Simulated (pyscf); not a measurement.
F–CH•–F + silane (SiH₄) → F–CH₂–F + silyl (SiH₃•), a hydrogen abstraction (doublet surface; H–Si broken, C–H formed). Optimised with ωB97X-D3(BJ)/def2-SVP in PySCF. Energies in kcal/mol from the separated reactants.

Small-basis levels: PySCF, no dispersion term, spherical d functions. AM1 to PM7: differences of heats of formation from MOPAC, which are fitted to 298 K values and so differ in kind from electronic energies by zero-point and thermal terms. GFN2-xTB: tblite. Open shells are spin-unrestricted. 

```csv
level,barrier,reaction energy
HF/STO-3G,24.2,+8.9
MP2/6-31G*,13.8,-14.5
SVWN5/6-31G*,-5.1,-12.0
B3LYP/STO-3G,10.7,+17.9
B3LYP/LANL2DZ,5.4,-15.4
B3LYP/6-31G*,7.3,-10.3
B3LYP/def2-SVP,7.2,-9.4
GFN2-xTB,-3.1,-12.5
PM7,9.0,-11.1
ωB97M-D3(BJ)/def2-TZVP,9.1,-10.5
```

Against the last row the barrier runs from -14.2 (SVWN5/6-31G*) to +15.2 kcal/mol (HF/STO-3G). At SVWN5/6-31G*, B3LYP/STO-3G, GFN2-xTB this geometry lies under one side, so the entry may be no barrier of that level: it is a single point on another level's saddle. ωB97M-D3(BJ)/def2-TZVP has limits of its own. This is the saddle that the search found; another between the same sides may lie lower. The angle at the transferred H is 167°.
